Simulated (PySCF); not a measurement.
Electric field gradients and quadrupole coupling constants

Species: sulfuryl fluoride, F2O2S.
Structure used (PBE0-D3(BJ)/def2-SVP), in Å, numbered top down from 1:
```xyz
5
F2O2S angstrom
O     -1.444   -0.209    0.317
S     -0.038   -0.065    0.140
O      0.952   -0.256    1.145
F      0.225    1.331   -0.542
F      0.379   -0.911   -1.122
```

Field gradients from the PBE0/pcSseg-1 density (PySCF, non-relativistic), principal values in atomic units, ordered |Vxx| ≤ |Vyy| ≤ |Vzz|:

| atom | Vxx | Vyy | Vzz |
| --- | --- | --- | --- |
| O1 | -0.5522 | -0.8871 | 1.4394 |
| S2 | 0.4996 | 0.8341 | -1.3337 |
| O3 | -0.5529 | -0.8876 | 1.4405 |

Question: Find the asymmetry η = (Vxx − Vyy)/Vzz and the couplings χ = eQV/h (234.96 MHz × Q in barn × V in au), with Q(17O) = −0.0256 b, Q(33S) = −0.0678 b.

Answer: 
```csv
atom,environment,nucleus,η,χzz (MHz),χxx (MHz),χyy (MHz)
O1,sulfonyl oxygen,17O,0.23,-8.66,3.32,5.34
S2,sulfonyl sulfur,33S,0.25,21.25,-7.96,-13.29
O3,sulfonyl oxygen,17O,0.23,-8.66,3.33,5.34
```

The tensor is traceless: Vxx + Vyy + Vzz = 0.

Question: What is Vzz at O3 in SI units (1 au = 9.71736 × 10²¹ V/m²)?

Answer: 1.4405 au = 13.998 × 10²¹ V/m².

Geometry: PBE0-D3(BJ)/def2-SVP; no solvent, vibrations or thermal averaging. With a basis this small, the couplings can be 20 % off.

These values come from a run that also computed NMR shieldings. Time: 4.1 s of wall time; peak memory 0.40 GiB. Hardware: one thread of an Arm Neoverse V1, no GPU, shared host with 32 logical CPUs at a one-minute load of 9.1.
